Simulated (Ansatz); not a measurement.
**Which isomer of CH5NO+ gives these data?**

These gas-phase data were calculated for one isomer of CH5NO+ at r2SCAN-D4/def2-SVP (harmonic, unscaled wavenumbers; equilibrium rotational constants with average atomic masses):

| Quantity | Value |
| --- | --- |
| rotational constants | 44.62, 9.251, 8.231 GHz |
| all wavenumbers above 1500 cm⁻¹ | 3727, 3477, 3428, 3320, 3200, 1612, 1600 |

Candidates:

(1) the doublet with the links of `[NH3+]C[O]`
(2) the doublet with the links of `[NH3+][CH]O`

**Question.** Assign the data to one candidate and say why.

**Answer.** Candidate (2). 1 mode lies between 2750 and 3290 cm⁻¹, one for each C–H bond, while (1) has 2.

The same quantities for all candidates:

```tsv
	rotational constants (GHz)	wavenumbers above 1500 cm⁻¹	E above the lowest, r2SCAN-D4/def2-SVP (kcal/mol)
(1)	39.35, 9.418, 8.356	3490, 3486, 3376, 2991, 2930, 1620, 1606	5.0
(2)	44.62, 9.251, 8.231	3727, 3477, 3428, 3320, 3200, 1612, 1600	0.0
```

Harmonic stretches to hydrogen usually lie a few per cent above observed fundamentals. Each candidate is one conformer. Open shells are spin-unrestricted. Programs: Ansatz 0.2.0.
